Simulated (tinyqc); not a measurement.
Inside a calculation. Method: Hueckel theory of the pi electrons, for the molecule C=CF (SMILES; centres numbered as the heavy atoms are written). Computed by tinyqc, a small Python program that keeps every step. Settings: charge = 0. Command: `OMP_NUM_THREADS=1 python tinyqc.py 29742 29743 out.jsonl` (the two numbers bound the seeds that draw the settings). One thread of a shared host (Intel(R) Xeon(R) Processor @ 2.60GHz), about 0.01 s of CPU time with the checks.

## The Hueckel matrix

Centres:
```
centre  z_r, pi electrons of the neutral centre         h
1C                                            1  0.000000
2C                                            1  0.000000
3F                                            2  3.000000
```

Bonds:
```
i  j         k
1  2         1
2  3  0.700000
```

H_rr = alpha + h_r beta, H_rs = k_rs beta for bonded centres.

Hueckel matrix in units of beta (H = alpha + beta A), order 1C, 2C, 3F:
```
[[0.000000, 1.000000, 0.000000],
 [1.000000, 0.000000, 0.700000],
 [0.000000, 0.700000, 3.000000]]
```

## Orbitals

pi electrons, sum of z_r less the charge = 4

Diagonalise; E = alpha + x beta with beta < 0, so the largest x are filled first; degenerate levels share their electrons. P = sum n_i c_ri c_si; each orbital has its largest coefficient positive (the first on a tie).

x values: [3.171554, 0.890577, -1.062130]

occupations: [2.000000, 2.000000, 0.000000]

coefficients, order 1C, 2C, 3F:
```
[[0.074842, 0.729234, -0.680159],
 [0.237365, 0.649439, 0.722417],
 [0.968533, -0.215513, -0.124489]]
```

charge and bond-order matrix P, order 1C, 2C, 3F:
```
[[1.074768, 0.982717, -0.169345],
 [0.982717, 0.956227, 0.179867],
 [-0.169345, 0.179867, 1.969005]]
```

## Energy, charges, bond orders

E = sum n x; q_r = z_r - P_rr; bond order p = P_rs; free valence = sqrt(3) - sum of p over the bonds of the atom.

pi energy = 4 alpha + this times beta = 8.124261

pi charges: [-0.074768, 0.043773, 0.030995]

Bond orders and lengths from R = 1.517 - 0.180 p (angstrom, C-C alone):
```
bond         p         R
1-2   0.982717  1.340111
2-3   0.179867         -
```

free valence of the carbons: [0.749334, 0.569468]

gap between the highest filled and the next level = 1.952707 |beta|
